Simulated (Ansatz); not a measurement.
We consider rock-salt MgS, described by PBEsol-D3(BJ) (plane waves, PAW; Ansatz, a program for electronic structure).

Numerical settings: plane-wave cutoff 520 eV, 12×12×12 k mesh, Fermi–Dirac smearing 0.01 eV, scalar-relativistic PAW data made under PBE.

Response to compression and expansion:

```
V (Å³/atom)  P (GPa)  direct gap at Γ (eV)  smallest gap on the k mesh (eV)
-----------  -------  --------------------  -------------------------------
15.758          5.90                 4.520                            2.915
16.093          3.73                 4.334                            2.876
16.429          1.77                 4.157                            2.838
16.764          0.00                 3.988                            2.799
17.099         -1.60                 3.826                            2.760
17.435         -3.05                 3.672                            2.722
17.770         -4.36                 3.524                            2.684
```

The fundamental gap (2.80 eV at the equilibrium volume, with added k points) lies elsewhere than Γ–Γ.
